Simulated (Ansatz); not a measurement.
Results of r²SCAN+rVV10 (Ansatz, an electronic-structure program, PAW) for α-N2.

Run with plane-wave cutoff 600 eV, 4×4×4 k mesh, scalar-relativistic PAW data made under PBE.

Cell (relaxed at this level):

Space group Pa-3 (No. 205); a = 5.482 Å, b = 5.482 Å, c = 5.482 Å, α = 90.00°, β = 90.00°, γ = 90.00°

```tsv
atom	site	symmetry	x	y	z
N	8c	.3.	0.0576	0.0576	0.0576
```

Question: Give the computed Voigt–Reuss–Hill bulk modulus, Poisson ratio, polycrystal shear modulus (Hill average), elastic constant C11, elastic constant C44 and elastic constant C12.

Answer: 
- Voigt–Reuss–Hill bulk modulus: 3.31 GPa
- Poisson ratio: 0.357
- polycrystal shear modulus (Hill average): 1.05 GPa
- elastic constant C11: 3.86 GPa
- elastic constant C44: 1.92 GPa
- elastic constant C12: 3.04 GPa

Elastic constants are with the ions relaxed.

The computed numbers hold no vibrational or temperature effects.

It cost roughly 40 core-minutes of CPU time.
